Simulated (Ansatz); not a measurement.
Predict the output of the script below (the Python package of Ansatz (0.2.0)).

Script `c4h6o.py`:
```python
# -*- coding: utf-8 -*-
"""One geometry of C4H6O, method by method."""

from pathlib import Path

import ansatz
import numpy as np

BASIS = "cc-pVDZ"

geometry = (
    ansatz.Crystal.molecule()
    .atom("C", [-1.4168, 0.9115, 1.4459])
    .atom("C", [-0.7742, 0.1138, 0.7294])
    .atom("C", [-0.1095, -0.7269, 0.0115])
    .atom("C", [1.3063, -0.4247, -0.6289])
    .atom("O", [1.0504, -0.4298, -2.0503])
    .atom("H", [-2.4633, 1.2615, 1.123])
    .atom("H", [-1.0397, 1.3747, 2.3562])
    .atom("H", [-0.4426, -1.7064, -0.1433])
    .atom("H", [1.6481, 0.5473, -0.2729])
    .atom("H", [1.9618, -1.2133, -0.3559])
    .atom("H", [0.3449, 0.2354, -2.1941])
)

model = geometry.calculation().basis(gaussian=BASIS)

print("functional    E (Ha)        dipole (D)   HOMO (eV)  LUMO (eV)")
for name in ["pbe", "hse06", "cam_b3lyp", "lc_wpbe"]:
    rep = model.functional(name).forces().orbitals().run(runs_dir="runs").report
    lines = Path(rep["orbitals_path"]).read_text().splitlines()
    field_of = lambda key: [line.split("=")[1].strip() for line in lines if line.startswith(key)]
    orbitals = [(27.211386 * float(e), s, float(n)) for e, s, n in zip(field_of("Ene="), field_of("Spin="), field_of("Occup="))]
    homo = max(e for e, _, n in orbitals if n > 0.5)
    lumo = min(e for e, _, n in orbitals if n < 0.5)
    dipole = 4.803205 * np.linalg.norm(rep["charge_distribution"]["dipole_moment_e_ang"])
    print(f"{name:10s} {rep['free_energy_ev'] / 27.211386246:14.6f} {dipole:9.3f} {homo:11.3f} {lumo:10.3f}")
```

```console
$ python c4h6o.py
functional    E (Ha)        dipole (D)   HOMO (eV)  LUMO (eV)
pbe           -230.871679     1.261      -5.140     -1.535
hse06         -230.880227     1.425      -6.051     -0.949
cam_b3lyp     -231.040544     1.467      -7.762      0.650
lc_wpbe       -231.004953     1.527      -9.152      1.809
```

Caveats:
- These settings explore the input space; basis and method may be short of convergence.
- The geometry is a force-field or estimated start, not a minimum of this method, and the basis set is short of its limit. A lower total doesn't mark the better method: functionals have no common bound, and MP2 and coupled cluster aren't variational.
- Levels such as HOMO and LUMO are orbital energies: with these approximate functionals they aren't the ionisation energy and electron affinity, and their gap isn't the fundamental gap.
- hse06 follows the composition of plane-wave codes, whose totals differ by tens of mHa, up to about 0.1 Ha, from the form usual in Gaussian-basis programs (wpbeh).
- The whole script took 7.6 s on 1 thread of AMD EPYC 9R45 96-Core Processor (Zen 5), with other jobs on the host, peak memory 0.28 GiB.
